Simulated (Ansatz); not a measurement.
Harmonic frequencies (cm⁻¹) at PBE0-D4/def2-TZVP from Ansatz: 396, 1008, 1347, 1464, 3805, 3806.

(1) Which molecule is it?
A. `[CH]F`
B. `O=S(F)F`
C. `OO`
D. `C=O`

Results:

(1) C.
